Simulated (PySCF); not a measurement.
**Removing an electron from `N[SiH2]O`**

Compound: H5NOSi.
SMILES with atom numbers: `[NH2:1][SiH2:2][OH:3]` (hydrogens: H4, H5 on N1; H6, H7 on Si2; H8 on O3)

Geometry (PBE0-D3(BJ)/def2-SVP, Å), atoms numbered from 1 in this order:
```
atom  x, y, z in Å
N1     1.2098    0.2473    0.0377
Si2   -0.4441   -0.2092   -0.0962
O3    -1.4821    1.0326    0.2996
H4     1.6733    0.8633   -0.6186
H5     1.8670   -0.3190    0.5585
H6    -0.8726   -0.5689   -1.4765
H7    -0.5790   -1.3838    0.8203
H8    -1.2786    1.4816    1.1259
```

Level: CAM-B3LYP/def2-SVPD (PySCF). Frontier orbitals with their largest atomic shares (Löwdin; up to four atoms above 4 %):

| orbital | ε (eV) | main atoms |
| --- | --- | --- |
| HOMO−3 | -12.26 | O3 58 %, Si2 18 %, H6 8 %, N1 7 % |
| HOMO−2 | -11.20 | O3 53 %, Si2 17 %, H6 13 %, N1 8 % |
| HOMO−1 | -10.20 | O3 39 %, Si2 23 %, H7 21 %, N1 7 % |
| HOMO | -9.15 | ? |
| LUMO | 0.95 | Si2 39 %, O3 16 %, N1 11 %, H5 10 % |
| LUMO+1 | 1.57 | O3 28 %, Si2 14 %, H8 13 %, N1 11 % |
| LUMO+2 | 2.21 | Si2 41 %, H7 16 %, H6 15 %, O3 13 % |

What vertical ionisation energy does ΔSCF give, and how far is −ε(HOMO) from it?

ΔSCF: 10.23 eV (987 kJ/mol; threshold wavelength 121 nm); ⟨S²⟩ of the doublet left behind is 0.758, against 0.75 for a pure doublet. −ε(HOMO) is 9.15 eV, 1.08 eV below it. For the exact functional −ε(HOMO) would equal the first vertical ionisation energy; CAM-B3LYP (range-separated hybrid) falls short of its own ΔSCF value by 11 %. Holes in the HOMO−1 and HOMO−2 were tried too where these lie within 1.2 eV of the HOMO; the lowest converged state counts.

On which atoms does the HOMO lie?

N1 (silicon-bound nitrogen) 63 %, Si2 (oxygen-bound silicon) 11 %, H5 (N–H hydrogen) 6 %, O3 (silanol oxygen) 6 %, so more than half of it is on one atom. The HOMO−1 lies 1.05 eV lower.

Shift the occupied levels rigidly so that −ε(HOMO) equals the ΔSCF value. What binding energies result?

The shift is +1.08 eV: HOMO 10.23, HOMO−1 11.28, HOMO−2 12.28, HOMO−3 13.34 eV. A rigid shift is only a rough guide to the deeper ionisations.

What kinetic energy would electrons from this vertical process carry with He I light (21.218 eV)?

21.22 − 10.23 = 10.99 eV.

With α = 40.3 au, estimate the like-pair dispersion coefficient by London's formula C6 = (3/4)α²I.

I = 0.3758 Eh, so C6 ≈ 458 au, a rough estimate.

The structure is a single PBE0-D3(BJ)/def2-SVP conformer in the gas phase; no vibrational or solvent corrections.

These values come from a run that also computed excited states and ΔSCF ions. The run took 20 s wall on an Arm Neoverse V2 with one thread, shared host.
